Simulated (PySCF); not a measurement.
**C4H6O (Cyclobutanone) at 6 levels**

Wanted: a comparison of 6 runs (BLYP/def2-SVP, PBE/def2-SVP, SVWN5/def2-SVP, TPSS/def2-SVP, revPBE/def2-SVP, CCSD(T)/def2-SVP) of C4H6O (Cyclobutanone). Input form: a Python script.

The results are computed with PySCF 2.14.0.

1 further run of the same task is left out (set aside as unsound or not needed). Runs told in other sessions of the task aren't counted.

### Step 1. Starting point

C4H6O has 11 atoms, charge 0, and is taken as a singlet. SMILES: `O=C1CCC1`. The C4–H9 distance was set to 2.392 Å, away from the relaxed value. At this shape a bond of the SMILES string is far longer than usual.

Bond lengths: O1–C2 1.196 Å, C2–C3 1.514 Å, C3–C4 1.540 Å, C2–C5 1.514 Å, C4–C5 1.540 Å, C3–H6 1.089 Å, C3–H7 1.089 Å, C4–H8 1.087 Å, C5–H10 1.089 Å, C5–H11 1.089 Å. Some angles: O1–C2–C3 133.9°, O1–C2–C5 133.9°, C3–C2–C5 92.3°, C2–C3–C4 88.8°, C3–C4–C5 90.2°, C2–C5–C4 88.8°, C2–C3–H6 113.8°, C2–C3–H7 113.7°, C4–C3–H6 115.8°, C4–C3–H7 115.7°.

### Step 2. The energy at BLYP/def2-SVP (run 1)

mol.xyz

```xyz
11

O     -0.565158     2.666134    -1.824641
C      0.008972     1.777534    -1.266971
C      0.628332     1.627674     0.106009
C      1.034622     0.190674    -0.270921
C      0.397162     0.368734    -1.661721
H     -0.086168     1.718834     0.922159
H      1.449432     2.317544     0.292999
H      2.108382     0.021344    -0.290801
H      0.005810    -1.502320     1.069060
H      1.083232     0.324234    -2.505761
H     -0.452898    -0.275846    -1.878441
```

run.py

```python
from pyscf import gto, dft

system = gto.M(
    atom='mol.xyz',
    basis='def2-svp',
    max_memory=1860,
    verbose=3,
)

mf = dft.RKS(system)
mf.xc = 'blyp'
mf.grids.level = 5
mf.conv_tol = 1e-10
mf.kernel()
if not mf.converged:
    mf = mf.newton().run(mf.mo_coeff, mf.mo_occ)

e_tot = mf.e_tot
print('Final energy', e_tot)
```

The run is started by

```
$ OMP_NUM_THREADS=1 python run.py
```

Output:

```text
<dir> SyntaxWarning: invalid escape sequence '\W'
  S = {(paw_set(r)[0], bool(re.search(r"spin_orbit\W+true|paw_fr", str((r.get("files") or {}).get("input") or "")) or re.search("(?i)spin.orbit\W+(value\W+)?(true|yes)|value\W+spin-orbit", json.dumps(r.get("inputs"), default=str)))) for r in records}
converged SCF energy = -230.801919647633
Final energy -230.8019196476331
```

Wall time 36 s (1 thread of Arm Neoverse V2, shared host); peak memory 0.51 GiB.

### Step 3. The energy at PBE/def2-SVP (run 2)

run.py

```python
from pyscf import gto, dft

system = gto.Mole()
system.atom = '''
O     -1.067994     5.038263    -3.448072
C      0.016955     3.359052    -2.394228
C      1.187375     3.075858     0.200328
C      1.955152     0.360322    -0.511966
C      0.750527     0.696806    -3.140198
H     -0.162834     3.248126     1.742628
H      2.739030     4.379523     0.553688
H      3.984265     0.040334    -0.549534
H      0.010979    -2.838973     2.020231
H      2.047012     0.612713    -4.735202
H     -0.855853    -0.521273    -3.549739
'''
system.unit = 'bohr'
system.verbose = 4
system.spin = 0
system.basis = 'def2-svp'
system.max_memory = 1860
system.charge = 0
system.build()

mf = dft.RKS(system)
mf.xc = 'pbe'
mf.grids.level = 5
mf.conv_tol = 1e-10
mf.kernel()
if not mf.converged:
    mf = mf.newton().run(mf.mo_coeff, mf.mo_occ)

etot = mf.e_tot
print(f'total energy: {etot:.8f} hartree')
```

The run is started by

```
$ OMP_NUM_THREADS=1 python run.py
```

Output:

```text
<dir> SyntaxWarning: invalid escape sequence '\W'
  S = {(paw_set(r)[0], bool(re.search(r"spin_orbit\W+true|paw_fr", str((r.get("files") or {}).get("input") or "")) or re.search("(?i)spin.orbit\W+(value\W+)?(true|yes)|value\W+spin-orbit", json.dumps(r.get("inputs"), default=str)))) for r in records}

PySCF version 2.14.0

[... 94 lines left out ...]
converged SCF energy = -230.610055707198
total energy: -230.61005571 hartree
```

Wall time 34 s (1 thread of Arm Neoverse V2, shared host); peak memory 0.51 GiB.

Runs 3 to 5 aren't shown in full; the table further down has their settings and results.

### Step 4. The energy at CCSD(T)/def2-SVP (run 6)

calc.py

```python
from pyscf import gto, cc

mol = gto.M(
    atom='''
O     -0.565158     2.666134    -1.824641
C      0.008972     1.777534    -1.266971
C      0.628332     1.627674     0.106009
C      1.034622     0.190674    -0.270921
C      0.397162     0.368734    -1.661721
H     -0.086168     1.718834     0.922159
H      1.449432     2.317544     0.292999
H      2.108382     0.021344    -0.290801
H      0.005810    -1.502320     1.069060
H      1.083232     0.324234    -2.505761
H     -0.452898    -0.275846    -1.878441
''',
    spin=0,
    basis='def2-svp',
    verbose=3,
    max_memory=1860,
)

mf = mol.RHF()
mf.conv_tol = 1e-10
mf.kernel()
if not mf.converged:
    mf = mf.newton().run(mf.mo_coeff, mf.mo_occ)

mycc = cc.CCSD(mf, frozen=5)
mycc.kernel()
e_t = mycc.ccsd_t()
energy = mycc.e_tot + e_t
print(f'total energy: {energy:.8f} hartree')
```

The run is started by

```
$ OMP_NUM_THREADS=1 python calc.py
```

Output:

```text
<dir> SyntaxWarning: invalid escape sequence '\W'
  S = {(paw_set(r)[0], bool(re.search(r"spin_orbit\W+true|paw_fr", str((r.get("files") or {}).get("input") or "")) or re.search("(?i)spin.orbit\W+(value\W+)?(true|yes)|value\W+spin-orbit", json.dumps(r.get("inputs"), default=str)))) for r in records}
converged SCF energy = -229.419186492474
E(CCSD) = -230.2216690716532  E_corr = -0.8024825791788075
CCSD(T) correction = -0.0361315356943734
total energy: -230.25780061 hartree
```

Run time: 85 s. Hardware: 1 thread of Arm Neoverse V2, shared host; peak memory 0.72 GiB.

### Step 5. Overview of the runs

```csv
run,level,integration grid,frozen core orbitals,energy (Eh),dipole moment (D) of the reference,HOMO energy (eV),LUMO energy (eV),wall time
1,BLYP/def2-SVP,5,–,-230.801920,1.66,-5.71,-3.78,36 s
2,PBE/def2-SVP,5,–,-230.610056,1.65,-5.83,-3.89,34 s
3,SVWN5/def2-SVP,5,–,-228.908994,1.71,-5.92,-3.93,23 s
4,TPSS/def2-SVP,5,–,-230.933961,1.72,-5.96,-3.87,78 s
5,revPBE/def2-SVP,5,–,-230.834496,1.65,-5.80,-3.87,35 s
6,CCSD(T)/def2-SVP,–,5,-230.257801,2.30,-9.07,0.31,85 s
```

### Step 6. Summary of results

```
                                          quantity          value
                               run 6: total energy  -230.25780 Eh
       run 6: dipole moment (Hartree–Fock density)         2.30 D
        run 6: HOMO energy (Hartree–Fock orbitals)       -9.07 eV
        run 6: LUMO energy (Hartree–Fock orbitals)        0.31 eV
      run 6: HOMO–LUMO gap (Hartree–Fock orbitals)        9.38 eV
run 6: correlation energy (5 core orbitals frozen)     -838.6 mEh
                             run 6: (T) correction     -36.13 mEh
                              run 6: T1 diagnostic          0.027
```

Over runs 1, 2, 3, 4, 5 the dipole moment (its size) runs from 1.65 D (revPBE/def2-SVP) to 1.72 D (TPSS/def2-SVP). Over runs 1, 2, 3, 4, 5 the HOMO–LUMO gap runs from 1.93 eV (revPBE/def2-SVP) to 2.08 eV (TPSS/def2-SVP). Totals of different functionals can't be ranked against each other. In all runs a closed-shell determinant meets a far-stretched bond; if it breaks into open shells, such a determinant describes it badly, and no broken-symmetry solution was shown. All runs together took 4.8 min, the longest 85 s.
